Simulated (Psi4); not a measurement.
Psi4 input (wB97X-D/6-311+G**):

```
memory 1500 MB

molecule {
0 1
N    -0.00000000   -0.00000000   -1.19434265
N    -0.00000000   -0.00000000   -0.07337328
O     0.00000000    0.00000000    1.10925144
symmetry c1
no_reorient
no_com
}

set {
  basis 6-311+G**
  reference rks
  scf_type pk
  dft_radial_points 99
  dft_spherical_points 590
  e_convergence 1e-8
  d_convergence 1e-7
  maxiter 150
}

e = energy('wb97x-d')
print_out(f'\nFINAL {e:.10f} DIPOLE {variable("CURRENT DIPOLE")[0]:.6f} {variable("CURRENT DIPOLE")[1]:.6f} {variable("CURRENT DIPOLE")[2]:.6f}\n')
```

From the output:

```
      45A      2.164557    46A      2.595382    47A      2.595382
      48A      2.732175    49A      2.871492    50A      2.871492
      51A      3.325286    52A      3.478029    53A      3.478029
      54A      3.825355    55A      3.825355    56A      4.048568
      57A      4.048568    58A      4.076499    59A      4.457825
      60A      4.657003    61A      5.104758    62A      5.104758
      63A      5.825408    64A     35.267198    65A     36.363591
      66A     50.086237

    Final Occupation by Irrep:
              A
    DOCC [    11 ]
    NA   [    11 ]
    NB   [    11 ]

  @RKS Final Energy:  -184.64887259802634

   => Energetics <=

    Nuclear Repulsion Energy =             61.0534527193150254
    One-Electron Energy =                -371.4820954503186385
    Two-Electron Energy =                 141.4208525875610576
    DFT Exchange-Correlation Energy =     -15.6410325049749765
    Empirical Dispersion Energy =          -0.0000499496087997
    VV10 Nonlocal Energy =                  0.0000000000000000
    Total Energy =                       -184.6488725980263439

Computation Completed

Properties will be evaluated at   0.000000,   0.000000,   0.000000 [a0]

Properties computed using the SCF density matrix

 Multipole Moments:

 ------------------------------------------------------------------------------------
     Multipole            Electronic (a.u.)      Nuclear  (a.u.)        Total (a.u.)
 ------------------------------------------------------------------------------------

 L = 1.  Multiply by 2.5417464519 to convert [e a0] to [Debye]
 Dipole X            :          0.0000000            0.0000000            0.0000000
 Dipole Y            :          0.0000000            0.0000000            0.0000000
 Dipole Z            :         -0.0804184            0.0000000           -0.0804184
 Magnitude           :                                                    0.0804184

 ------------------------------------------------------------------------------------

FINAL -184.6488725980 DIPOLE 0.000000 0.000000 -0.080418

*** Psi4 exiting successfully. Buy a developer a beer!
```

The geometry given is a B3LYP-D3(BJ)/def2-TZVP minimum.
